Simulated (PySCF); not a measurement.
## How methods differ on the ionisation energy of Li

Li [He] 2s1 (2S) → Li⁺ 1s2 (1S), as a difference of total energies. All numbers are calculated (PySCF 2.14, the spin-free X2C one-electron Hamiltonian (Gaussian nucleus), in cc-pVTZ-DK). The calculations carry no spin-orbit coupling.

```json
{"method": "UHF", "ionisation energy (eV)": "5.343"}
{"method": "MN15", "ionisation energy (eV)": "5.061"}
{"method": "M06-L", "ionisation energy (eV)": "5.047"}
```

Which method comes closest to the reference value, and which is furthest?

The reference is 5.392 eV (measured; NIST Atomic Spectra Database, ionization energies). Closest: UHF (error -0.049 eV); furthest: M06-L (error -0.345 eV).
